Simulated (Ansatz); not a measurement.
Molecule (SMILES): Cl (HCl).
Atoms: Cl1, H2. Bonds: Cl1-H2.

Basis-set convergence of the optimised Cl1-H2 bond length at CCSD(T) with Ansatz (a program for electronic structure). The reference of a correlated method is not its basis-set limit, which lies further on. Cartesian d functions, on some or all atoms, in 6-31G*, 6-31+G*, 6-311G**, 6-311+G**; all else is spherical. Cores are frozen. No added dispersion term, no relativity. Reference: the value in aug-pcseg-3, 1.2758 Å, itself unsure by roughly 0.0003 Å (its mean distance from aug-cc-pV(Q+d)Z, def2-QZVPPD, pcseg-3). Deviations are taken from unrounded values.

| basis | functions | optimised Cl1-H2 bond length (Å) |
|---|---|---|
| 6-31G* | 21 | 1.2869 |
| 6-31+G* | 25 | 1.2881 |
| def2-SVP | 23 | 1.2803 |
| def2-SVPD | 35 | 1.2865 |
| pcseg-1 | 23 | 1.2870 |
| aug-pcseg-1 | 36 | 1.2889 |
| cc-pV(D+d)Z | 28 | 1.2847 |
| aug-cc-pV(D+d)Z | 41 | 1.2872 |
| 6-311G** | 33 | 1.2784 |
| 6-311+G** | 37 | 1.2781 |
| def2-TZVP | 43 | 1.2793 |
| def2-TZVPD | 55 | 1.2811 |
| pcseg-2 | 48 | 1.2729 |
| aug-pcseg-2 | 73 | 1.2760 |
| cc-pV(T+d)Z | 53 | 1.2748 |
| aug-cc-pV(T+d)Z | 78 | 1.2763 |
| def2-TZVPP | 56 | 1.2736 |
| def2-TZVPPD | 68 | 1.2750 |
| cc-pV(Q+d)Z | 94 | 1.2756 |
| aug-cc-pV(Q+d)Z | 135 | 1.2763 |
| pcseg-3 | 97 | 1.2754 |
| aug-pcseg-3 | 138 | 1.2758 |
| def2-QZVPP | 100 | 1.2756 |
| def2-QZVPPD | 112 | 1.2758 |

What the diffuse functions change, pair by pair:
- 6-31G* to 6-31+G*: 4 more functions, deviation 0.0111 to 0.0122 Å
- def2-SVP to def2-SVPD: 12 more functions, deviation 0.0044 to 0.0107 Å
- pcseg-1 to aug-pcseg-1: 13 more functions, deviation 0.0112 to 0.0131 Å
- cc-pV(D+d)Z to aug-cc-pV(D+d)Z: 13 more functions, deviation 0.0089 to 0.0114 Å
- 6-311G** to 6-311+G**: 4 more functions, deviation 0.0026 to 0.0023 Å
- def2-TZVP to def2-TZVPD: 12 more functions, deviation 0.0035 to 0.0053 Å
- pcseg-2 to aug-pcseg-2: 25 more functions, deviation -0.0029 to 0.0002 Å
- cc-pV(T+d)Z to aug-cc-pV(T+d)Z: 25 more functions, deviation -0.0010 to 0.0005 Å
- def2-TZVPP to def2-TZVPPD: 12 more functions, deviation -0.0022 to -0.0008 Å
- cc-pV(Q+d)Z to aug-cc-pV(Q+d)Z: 41 more functions, deviation -0.0002 to 0.0004 Å
- pcseg-3 to aug-pcseg-3: 41 more functions, deviation -0.0005 to 0.0000 Å
- def2-QZVPP to def2-QZVPPD: 12 more functions, deviation -0.0002 to 0.0000 Å

Leaving out the reference's own pair, they bring the value nearer the reference by more than 0.0003 Å in 3 of 11 pairs.
